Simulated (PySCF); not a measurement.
A core-ionisation job, as run on neopentane (`CC(C)(C)C`).

Computed with PySCF 2.14.0, delta-SCF UKS SCAN, pcX-2 on the ionised atom, pcseg-1 elsewhere, spin-free X2C.

Input of the driver that calls PySCF (job settings, then Cartesian coordinates in Å):

```
{"job": {"kind": "xps"}, "charge": 0, "multiplicity": 1}
C     -0.3482    -0.4559     1.4172
C     -0.0011     0.0009    -0.0012
C      0.1360     1.5248    -0.0275
C     -1.1120    -0.4290    -0.9619
C      1.3218    -0.6370    -0.4307
H     -1.2873    -0.0142     1.7429
H     -0.4471    -1.5384     1.4563
H      0.4307    -0.1580     2.1156
H      0.3845     1.8698    -1.0289
H     -0.7950     1.9985     0.2761
H      0.9220     1.8493     0.6509
H     -2.0612     0.0174    -0.6730
H     -1.2260    -1.5110    -0.9546
H     -0.8821    -0.1161    -1.9783
H      1.2445    -1.7221    -0.4203
H      2.1231    -0.3446     0.2444
H      1.5906    -0.3225    -1.4369
```

Output:

```
ground state, core basis on atom 0 (C), 161 functions
  cycle   1  E = -197.60858012  |g| = 6.01e-01
  cycle   2  E = -197.52767247  |g| = 8.01e-01
  cycle   3  E = -197.70792329  |g| = 7.42e-02
  cycle   4  E = -197.70902976  |g| = 3.10e-02
  cycle   5  E = -197.70926328  |g| = 3.53e-03
  cycle   6  E = -197.70926665  |g| = 6.15e-04
  cycle   7  E = -197.70926725  |g| = 2.76e-04
  E(ground) = -197.71952219 Eh
hole in C 1s of atom 0
  cycle   1  E = -186.48568475  |g| = 1.51e+00
  cycle   2  E = -185.93719918  |g| = 1.74e+00
  cycle   3  E = -187.00791975  |g| = 3.09e-01
  cycle   4  E = -187.04251777  |g| = 8.37e-02
  cycle   5  E = -187.04527374  |g| = 3.32e-02
  cycle   6  E = -187.04576807  |g| = 5.44e-03
  cycle   7  E = -187.04578597  |g| = 2.45e-03
  cycle   8  E = -187.04578898  |g| = 1.07e-03
  cycle   9  E = -187.04579026  |g| = 7.35e-04
  cycle  10  E = -187.04579066  |g| = 1.31e-04
  E(ion) = -187.05504530 Eh   <S^2> = 0.7671   hole on atom = 1.000   binding energy = 290.195 eV
ground state, core basis on atom 1 (C), 161 functions
  cycle   1  E = -197.71122996  |g| = 6.01e-02
  cycle   2  E = -197.71116737  |g| = 2.73e-02
  cycle   3  E = -197.71125553  |g| = 2.02e-02
  cycle   4  E = -197.71136083  |g| = 1.45e-03
  cycle   5  E = -197.71136111  |g| = 3.41e-04
  E(ground) = -197.72144525 Eh
hole in C 1s of atom 1
  cycle   1  E = -186.46117156  |g| = 1.52e+00
  cycle   2  E = -185.48749695  |g| = 2.07e+00
  cycle   3  E = -186.98447258  |g| = 3.60e-01
  cycle   4  E = -187.03504565  |g| = 8.53e-02
  cycle   5  E = -187.03742717  |g| = 2.57e-02
  cycle   6  E = -187.03776005  |g| = 9.89e-03
  cycle   7  E = -187.03782319  |g| = 2.44e-03
  cycle   8  E = -187.03783137  |g| = 1.14e-03
  cycle   9  E = -187.03783300  |g| = 1.83e-04
  E(ion) = -187.04695628 Eh   <S^2> = 0.7718   hole on atom = 1.000   binding energy = 290.468 eV
```

The program numbers atoms from 0. The cycles run on a coarser grid; E(ground) and E(ion) are re-evaluated on a finer one, so they differ from the last cycles. The run used up to 161 basis functions and 31 SCF iterations in all.

On an Arm Neoverse V2 with one thread, no GPU (shared host), this took 22 s.

Binding energies (atoms from 0): C1s of atom 0 290.20 eV; C1s of atom 1 290.47 eV.

Geometry: GFN2-xTB; no solvent, vibrations or thermal averaging.
